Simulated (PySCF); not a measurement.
Ionisation and electron attachment of formic acid

Parent: formic acid, `O=CO` (CH2O2). Non-hydrogen atoms are numbered in `[O:1]=[CH:2][OH:3]`.

These are calculated values, PBE0-D3(BJ)/ma-def2-TZVP in PySCF (grid level 2) at geometries from PBE0-D3(BJ)/ma-def2-SVP. The prefix ma- adds one diffuse s and one diffuse p function on all atoms but H. Zero-point and thermal terms (298.15 K, 1 bar) come from unscaled PBE0-D3(BJ)/ma-def2-SVP harmonic frequencies, with soft modes damped to free rotors in the entropy.

Frontier levels of the parent: HOMO -8.59 eV, LUMO -0.27 eV.

Oxidation to the radical cation:
```
Vertical ionisation energy (electronic)              : 11.32 eV
Adiabatic ionisation energy (with zero-point energy) : 11.05 eV
Adiabatic, electronic part                           : 11.09 eV
Vertical gap at the product's structure              : 10.78 eV
Inner reorganisation energy (four-point)             : 540 meV
Relaxation of product / of parent                    : 222 / 318 meV
⟨S²⟩ of the product                                  : 0.755
Largest spin populations                             : O1 0.94
Largest changes of atomic charge                     : O1 0.50, O3 0.19, H (on C2) 0.16
Distances that move most (Å)                         : C2–O3 1.332 → 1.262; O1–C2 1.198 → 1.247; O3–H 0.971 → 0.983; C2–H 1.109 → 1.118
Potential in water                                   : 8.05 V absolute, 3.68 V against Fc+/Fc computed at 4.37 V (solvation -28 → -315 kJ/mol)
```

Reduction to the radical anion:
- Vertical electron affinity (electronic): -0.82 eV
- Adiabatic electron affinity (with zero-point energy): -1.10 eV
- Adiabatic, electronic part: -1.22 eV
- Vertical gap at the product's structure: 0.01 eV
- ⟨S²⟩ of the product: 0.754
- Largest spin populations: C2 0.61, O1 0.26
- Largest changes of atomic charge: C2 -0.40, O1 -0.27, O3 -0.17, H (on C2) -0.09
- Distances that move most (Å): C2–O3 1.332 → 1.447; O1–C2 1.198 → 1.273; C2–H 1.109 → 1.126
- Potential in water: 1.51 V absolute, -2.87 V against Fc+/Fc computed at 4.37 V (solvation -28 → -277 kJ/mol)

Solvents are IEF-PCM continua (electrostatics only, gas-phase structures); absolute potentials refer to an electron at rest in vacuum. Fc+/Fc in water, 4.37 V, is PBE0-D3(BJ)/ma-def2-TZVP on PBE0-D3(BJ)/def2-SVP structures with GFN2-xTB thermal terms. Benchmark calculations put it near 5.0 V in acetonitrile and DMSO, so it is about 0.6 V low, and the value against it can read up to that much too high.

Measured values (NIST Chemistry WebBook, evaluated or the median of agreeing entries): adiabatic ionisation energy 11.33 eV (computed 11.05, difference -0.28).

Known limits: the gas-phase radical anion comes out unbound at this level, so its gas-phase values hang on the basis; the relaxed radical anion lies 0.40 eV above the vertical state at this level, which can't hold for one state at its own minimum: the vertical value probably belongs to another state, whose extra electron only the basis set holds, so vertical and adiabatic values aren't comparable; the value from this structure is no true adiabatic energy; a negative vertical affinity means that the electron isn't bound at that structure, so the value and what is derived from it hang on the basis.

Structures, frequencies and single points took 3.2 min of wall time on 1 thread of Arm Neoverse N1 (shared host), launched as `OMP_NUM_THREADS=1 python redox_run.py task.json out`.

Differences come from unrounded values, so a last digit can differ from that of the printed terms.
